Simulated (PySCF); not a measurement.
# Telling isomers of C₃H₄O₃ apart by NMR

[PySCF 2.14: GFN2-xTB geometry; B3LYP/pcJ-1 coupling constants (spin–dipole term left out of most H,H and C,H couplings); σ from GIAO-PBE0/pcSseg-1; no solvent model; no relativistic terms; one conformer; equivalent nuclei averaged]

Chemical shifts δ = σref − σ; TMS for 1H and 13C, all at this level. Multiplet labels drop J under 1 Hz and among equivalent protons, and merge close values. Unscaled 3J(H,H) run several per cent high. Shifts are as computed. Against solution values, carbons near 30 ppm lie about +3 ppm off and those near 130 ppm about +5 ppm. Of 1211 compounds with measured shifts, 218 miss one by over three times the rms of a fit or turn the order of signals round; such compounds aren't used in these exercises.

(1) Tabulate the signals of `O=C1OCCO1`, `CC(=O)OC=O` and their relative energies.

(2) What is the quickest way to tell O=C1OCCO1 from CC(=O)OC=O?

Answers

(1) 
```tsv
SMILES	carbon types	δC	δH	E rel. (kcal/mol)
O=C1OCCO1	1×C 2×CH2	159.4, 65.2	4.50 (s, 4H)	0.0
CC(=O)OC=O	1×C 1×CH 1×CH3	169.9, 158.6, 24.2	8.06 (s, 1H), 2.15 (s, 3H)	0.3
```

Energies are electronic energies at PBE0/pcSseg-1 on these geometries, without zero-point or thermal terms, each for the one conformer computed, which needn't be the lowest.

(2) Count the carbon signals: 2 against 3. The first has an sp3 CH2 bonded to O at 65.2 ppm, the second an anhydride carbonyl carbon (CH) at 158.6 ppm. Their most deshielded carbons lie at 159.4 and 169.9 ppm. In the proton spectra the most deshielded non-exchanging signals are 4.50 (s, 4H) and 8.06 (s, 1H).
